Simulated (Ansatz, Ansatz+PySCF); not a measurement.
```yaml
atoms:
  - { symbol: C, position_ang: [0.0151, -0.0359, -0.6133] }
  - { symbol: O, position_ang: [0.0184, -0.0262, 0.4451] }
```

RHF on singlet CO was run in several spherical basis sets with Ansatz (development build ahead of 0.2.0).

Problem. Rank the basis sets by the total energy that they give, lowest first, with the distance from the lowest.
A. 6-31G
B. aug-cc-pVDZ
C. def2-TZVP
D. cc-pVDZ
E. def2-SVP
F. cc-pVTZ
G. 6-31G(d)

Solution. C (0.00 eV), F (0.16 eV), B (0.92 eV), D (1.07 eV), G (1.45 eV), A (3.51 eV), E (3.85 eV).

Totals follow the description of the cores as much as that of the bonds, so this order isn't one of quality for chemistry.
